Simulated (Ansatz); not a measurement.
```yaml
crystal:
  periodic: [false, false, false]
  atoms:
    - {symbol: Ge, position_ang: [-1.256684, -0.291337, -0.002786]}
    - {symbol: P, position_ang: [0.702460, 0.941120, 0.007345]}
    - {symbol: S, position_ang: [2.234102, -0.283449, -0.001007]}
    - {symbol: H, position_ang: [-2.092173, 1.092850, 0.007096]}
basis:
  gaussian: {orbitals: def2-TZVP}
magnetization: {spin_polarized: true, initial_magnetization: 2}
hamiltonian: {xc: pbe0}
relax: {f_tol: 0.004, max_steps: 80}
```

```sh
$ ansatz run in.yaml --threads 1 --pin off --events-out ev --progress --plain --max-ram 2176MiB
```

Steps of the relaxation (energy above the last step; positions in Å, forces in eV/Å):

```
4
step 1, 54.6 meV
Ge   -1.257   -0.291   -0.003   -0.277    0.405    0.003
P     0.702    0.941    0.007    0.573   -0.743   -0.005
S     2.234   -0.283   -0.001   -0.379    0.591    0.004
H    -2.092    1.093    0.007    0.083   -0.253   -0.002
```

```
4
step 2, 18.1 meV
Ge   -1.324   -0.242   -0.002    0.045   -0.044    0.000
P     0.739    0.835    0.007    0.173   -0.175   -0.001
S     2.353   -0.242   -0.001   -0.416    0.221    0.001
H    -2.180    1.108    0.007    0.199   -0.003    0.000
```

```
4
step 3, 4.4 meV
Ge   -1.315   -0.268   -0.003   -0.022    0.011    0.000
P     0.716    0.847    0.007   -0.329    0.133    0.001
S     2.299   -0.229   -0.001    0.312   -0.155   -0.001
H    -2.112    1.110    0.007    0.039    0.012    0.000
```

```
4
step 7, 0.0 meV
Ge   -1.338   -0.281   -0.003    0.000    0.000    0.000
P     0.693    0.824    0.006    0.000    0.000    0.000
S     2.317   -0.209    0.000    0.000    0.000    0.000
H    -2.085    1.125    0.007    0.000    0.000    0.000
```

Close pairs at the end: Ge1–H4 1.592 Å, P2–S3 1.925 Å, Ge1–P2 2.312 Å.

A stationary point of unrestricted PBE0 after 7 steps, with ⟨S²⟩ = 2.014 against 2.00 for a pure state; no frequencies were run, so it isn't proven a minimum. 73 s on 1 thread of Intel Xeon Platinum 8259CL, shared host.
